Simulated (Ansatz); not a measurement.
Basis-set extrapolation for `[SiH2]O[SiH3]` radical (PBE0-D4/def2-TZVP geometry, frozen core, Ansatz 0.2.0). Multiplicity 2, UHF reference.

```json
{"": "HF", "def2-TZVPP": "-655.742583", "def2-QZVPP": "-655.765610"}
{"": "MP2 correlation", "def2-TZVPP": "-0.464174", "def2-QZVPP": "-0.500708"}
{"": "CCSD(T) correlation", "def2-TZVPP": "-0.520181", "def2-QZVPP": "not run"}
```

Energies in hartree. Use E(X) = E(∞) + A·exp(−7.88·√X) for Hartree–Fock and E(X) = E(∞) + B·X^(−2.97) for correlation, with X = 3 and 4, and add CCSD(T) minus MP2 of the smaller set to the MP2 limit.

What is the CCSD(T) energy at the basis-set limit?

HF limit: -655.765610 + (-0.023027) × 0.13774 = -655.76878. MP2 limit: -0.500708 + (-0.036534) × 0.74074 = -0.52777. Higher-order term: -0.520181 − (-0.464174) = -0.05601. Total: -656.35256 hartree, 56.3 kcal/mol below CCSD(T)/def2-TZVPP.
